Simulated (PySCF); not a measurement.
Nitric acid, HNO₃.
SMILES with atom numbers: `[O:1]=[N+:2]([O-:3])[OH:4]` (hydrogens: H5 on O4)
Bond orders are those of one Lewis drawing.

Computed by this run: PBE0-D3(BJ)/def2-SVP geometry optimisation, gas phase in PySCF; density fitting, grid level 1; the optimiser is geomeTRIC in internal coordinates, started from a GFN2-xTB structure with every atom displaced at random (about 0.01 Å).

Step 1: E = -7629.6963 eV
```
atom  x, y, z in Å  |  force x, y, z in eV/Å
O1     -0.0374    0.7620   -1.0410    0.393  -0.138   0.371
N2     -0.0953   -0.2267   -0.3556   -0.883  -0.278  -0.669
O3     -0.3194   -1.3487   -0.6817    0.133   0.036   0.049
O4      0.0154   -0.0487    0.9971    0.915   0.891   0.018
H5      0.4686    0.8274    1.0464   -0.558  -0.510   0.231
```

Step 2: E = -7629.6957 eV
```
atom  x, y, z in Å  |  force x, y, z in eV/Å
O1      0.0030    0.7657   -1.0231   -0.575  -0.279  -0.364
N2     -0.1520   -0.2301   -0.3681    1.595   0.016   0.286
O3     -0.3269   -1.3642   -0.6799   -0.603   0.449  -0.195
O4      0.0802   -0.0571    0.9778   -0.154  -0.053   0.420
H5      0.4277    0.8511    1.0584   -0.264  -0.133  -0.146
```

Step 3: E = -7629.7458 eV
```
atom  x, y, z in Å  |  force x, y, z in eV/Å
O1     -0.0069    0.7489   -1.0433   -0.117   0.117   0.188
N2     -0.1228   -0.2326   -0.3613    0.582   0.030  -0.360
O3     -0.3461   -1.3503   -0.6942   -0.249   0.037   0.344
O4      0.0952   -0.0573    0.9908   -0.092  -0.270  -0.055
H5      0.4124    0.8567    1.0731   -0.123   0.086  -0.117
```

Q: Estimate the geometry and energy of step 4. (The exact step hangs on the optimiser's Hessian estimate; all steps are aligned on step 3, rigid shifts and turns removed.)

A: E = -7629.7352 eV, largest force 1.123 eV/Å
```
atom  x, y, z in Å  |  force x, y, z in eV/Å
O1     -0.0059    0.7703   -1.0216    0.245  -0.323  -0.423
N2     -0.0786   -0.2392   -0.3769   -0.779   0.178   0.789
O3     -0.3740   -1.3506   -0.6665    0.236   0.077  -0.559
O4      0.1104   -0.0713    0.9774    0.307  -0.095   0.115
H5      0.3799    0.8562    1.0528   -0.008   0.164   0.078
```

The energy changes by +0.0105 eV. The first-order estimate −F·Δx gives -0.0635 eV and the mean of the old and new forces, exact on a quadratic surface, +0.0096 eV. The step makes an angle of 32° with the force vector and moves no atom by more than 0.047 Å. The energy falls at the start of this step and ends higher, so the step passed the lowest point of its straight line.

What follows is the cost of the whole optimisation. The run took 8.1 s wall on an Arm Neoverse V1 with one thread, no GPU, shared host, and the process peaked at 0.29 GiB of memory.
